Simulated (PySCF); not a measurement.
`SC[C@H]1C=CC1`, C5H8S

Molfile (atoms numbered from 1):
```
C5H8S
     RDKit          3D

 14 14  0  0  0  0  0  0  0  0999 V2000
   -2.3086    1.0687   -0.8527 S   0  0  0  0  0  0  0  0  0  0  0  0
   -1.3812   -0.2968   -0.0656 C   0  0  0  0  0  0  0  0  0  0  0  0
   -0.0300    0.1453    0.4570 C   0  0  1  0  0  0  0  0  0  0  0  0
    0.9172   -0.9777    0.8071 C   0  0  0  0  0  0  0  0  0  0  0  0
    1.8124   -0.6377   -0.1139 C   0  0  0  0  0  0  0  0  0  0  0  0
    1.0205    0.5358   -0.6200 C   0  0  0  0  0  0  0  0  0  0  0  0
   -2.3742    1.8390    0.2315 H   0  0  0  0  0  0  0  0  0  0  0  0
   -1.2652   -1.0448   -0.8497 H   0  0  0  0  0  0  0  0  0  0  0  0
   -1.9997   -0.7104    0.7318 H   0  0  0  0  0  0  0  0  0  0  0  0
   -0.1536    0.8956    1.2427 H   0  0  0  0  0  0  0  0  0  0  0  0
    0.8446   -1.7566    1.5435 H   0  0  0  0  0  0  0  0  0  0  0  0
    2.7702   -1.0254   -0.4095 H   0  0  0  0  0  0  0  0  0  0  0  0
    1.4842    1.5111   -0.4796 H   0  0  0  0  0  0  0  0  0  0  0  0
    0.6629    0.4533   -1.6449 H   0  0  0  0  0  0  0  0  0  0  0  0
  1  2  1  0
  2  3  1  0
  3  4  1  0
  4  5  2  0
  5  6  1  0
  6  3  1  0
  1  7  1  0
  2  8  1  0
  2  9  1  0
  3 10  1  1
  4 11  1  0
  5 12  1  0
  6 13  1  0
  6 14  1  0
M  END
```

Method: GIAO B3LYP/pcSseg-1 magnetisability, rotational g tensor and spin-rotation constants, non-relativistic, gas phase in PySCF 2.14.0. Geometry: GFN2-xTB.

What are the magnetisability and the molar susceptibility?

Isotropic -1098 × 10⁻³⁰ J/T², or -66.1 × 10⁻⁶ cm³/mol; principal values -1161, -1127, -1006 × 10⁻³⁰ J/T², anisotropy 141 × 10⁻³⁰ J/T² (root of half the summed squared differences of the principal values). The susceptibility is in cgs units.

Split it along the inertial axes a, b, c into diamagnetic and paramagnetic parts about the centre of mass, with the quadrupole moment.


| axis | χ (10⁻⁶ cm³/mol) | diamagnetic (10⁻⁶ cm³/mol) | paramagnetic (10⁻⁶ cm³/mol) | summed x² of all electrons (Å²) | quadrupole Θ (D Å) |
| --- | --- | --- | --- | --- | --- |
| a | -68.5 | -252.0 | 183.4 | 174.3 | -4.70 |
| b | -62.4 | -822.2 | 759.8 | 39.9 | +1.70 |
| c | -67.4 | -909.1 | 841.7 | 19.4 | +2.99 |

Anisotropies 2χaa − χbb − χcc = -7.2 and 2χbb − χaa − χcc = +11.2 × 10⁻⁶ cm³/mol. Θ is traceless in Buckingham's convention.

And the rotational g tensor?


| axis | rotational constant (GHz) | g | nuclear part | electronic part |
| --- | --- | --- | --- | --- |
| a | 8.2938 | -0.0356 | 0.6792 | -0.7148 |
| b | 1.5917 | -0.0142 | 0.5539 | -0.5681 |
| c | 1.4344 | -0.0100 | 0.5573 | -0.5672 |

Asymmetric top; isotopes 12C, 1H, 32S; no vibrational averaging.
